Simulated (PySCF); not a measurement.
diphosphorus (P₂), SMILES P#P.

Geometry optimised at B3LYP-D3(BJ)/def2-TZVPD.

Two levels are set side by side: TDA-PBE/def2-TZVPD (PySCF) and TDA-CAM-B3LYP/def2-TZVPD (PySCF). Vertical, same geometry. The lowest singlet is HOMO−1→LUMO 50 %, HOMO→LUMO+1 50 % with PBE and HOMO→LUMO+1 50 %, HOMO−1→LUMO 50 % with the other functional; states are paired by order. Differences are taken from unrounded values.

```csv
quantity,TDA-CAM-B3LYP,TDA-PBE,TDA-PBE minus TDA-CAM-B3LYP
lowest singlet excitation (eV),3.41,3.73,0.32
lowest triplet excitation (TDA) (eV),2.52,2.74,0.21
first bright state (f over 0.05) (eV),6.90,6.80,-0.09
its oscillator strength,0.22,0.07,-0.15
```

Rough cost on one machine, each run with all the roots and properties that it gave: TDA-CAM-B3LYP against TDA-PBE about 2 times.
